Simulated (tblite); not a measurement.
Species: C4H7O (doublet state).
Geometry (GFN2-xTB, Å), atoms numbered from 1 in this order:
```xyz
12
C4H7O angstrom
C     -1.893    0.393   -0.039
C     -0.589   -0.267   -0.187
C      0.622    0.360    0.230
C      1.888   -0.444    0.011
O      0.646    1.481    0.737
H     -1.762    1.371    0.418
H     -2.566   -0.213    0.573
H     -2.381    0.503   -1.011
H     -0.548   -1.253   -0.626
H      2.746    0.115    0.371
H      1.823   -1.390    0.545
H      2.015   -0.658   -1.048
```

Computed values, GFN2-xTB/tblite, gas phase, harmonic and unscaled. Errors from tens to a few hundred cm⁻¹ against measured bands are possible. One conformer, not necessarily the lowest. Open shells enter through the occupations alone, without spin polarisation, and single modes of such species can be off by tens of per cent.

Harmonic wavenumbers (cm⁻¹): 82.4, 107.3, 141.2, 235.2, 401.1, 498.2, 593.8, 641.4, 843.4, 921.5, 981.5, 991.0, 1046.9, 1152.6, 1185.4, 1364.1, 1371.1, 1384.3, 1424.9, 1454.9, 1460.5, 1466.6, 1590.0, 2937.6, 2966.1, 3022.0, 3027.6, 3043.4, 3064.3, 3083.3.

A = 9971, B = 3736, C = 2812 MHz; mass 71.050 u (most abundant isotopes); point group Cs, symmetry number 1; spin multiplicity 2.

Problem. Zero-point energy?

Solution. ½Σν̃ = 21242 cm⁻¹ = 254.11 kJ/mol.

Problem. What is S at 350 K and 1 bar for an ideal gas of classical rigid rotors and harmonic oscillators?

Solution. Translation 165.36, rotation 108.82, vibration 74.39, spin (R ln 2) 5.76: S = 354.3 J/(mol K).

Problem. And Cp and H(350 K) − H(0)?

Solution. Cp = 110.86 J/(mol K), of which vibrations give 77.60 (their classical limit is 30 R = 249.4); H(350 K) − H(0) = 25.35 kJ/mol without the zero-point energy, 13.71 from vibrations.

Problem. What must be added to the electronic energy to get the Gibbs energy at 350 K and 1 bar?

Solution. ZPE + [H(350 K) − H(0)] − T·S = 254.11 + 25.35 − 124.02 = 155.44 kJ/mol.

Problem. Blend soft modes into free rotors: weight 1/[1 + (100 cm⁻¹/ν̃)⁴] for the oscillator and the rest for a rotor with moment μB/(μ + B), μ = h/(8π²ν), B = 10⁻⁴⁴ kg m². What vibrational entropy results?

Solution. 70.12 J/(mol K) in place of 74.39, which changes −T·S at 350 K by +1.49 kJ/mol.

Problem. Which modes carry the vibrational entropy at 350 K?

Solution. 82.4 cm⁻¹: 17.35; 107.3 cm⁻¹: 15.19; 141.2 cm⁻¹: 12.95; 235.2 cm⁻¹: 8.91; 401.1 cm⁻¹: 5.04; 498.2 cm⁻¹: 3.67 J/(mol K); the other 24 give 11.27 together.

Problem. How do the functions run with temperature in this model?

Solution. 
| T (K) | S (J/(mol K)) | Cp (J/(mol K)) | H − H(0) (kJ/mol) | G − H(0) (kJ/mol) | ln q(vib) |
| --- | --- | --- | --- | --- | --- |
| 50 | 220.5 | 45.4 | 1.86 | -9.17 | 0.16 |
| 100 | 256.4 | 58.3 | 4.48 | -21.15 | 0.78 |
| 298.15 | 337.5 | 98.9 | 19.91 | -80.73 | 3.54 |
| 373.15 | 361.6 | 116.1 | 27.98 | -106.96 | 4.55 |
| 500 | 399.4 | 142.8 | 44.45 | -155.26 | 6.25 |
| 750 | 465.3 | 182.0 | 85.38 | -263.56 | 9.55 |
| 1000 | 521.5 | 208.5 | 134.39 | -387.08 | 12.69 |

q(vib) and H(0) count from the zero-point level.

Hindered rotation and anharmonicity are outside this model. Other conformers, if any are populated, would add a mixing term that is left out.
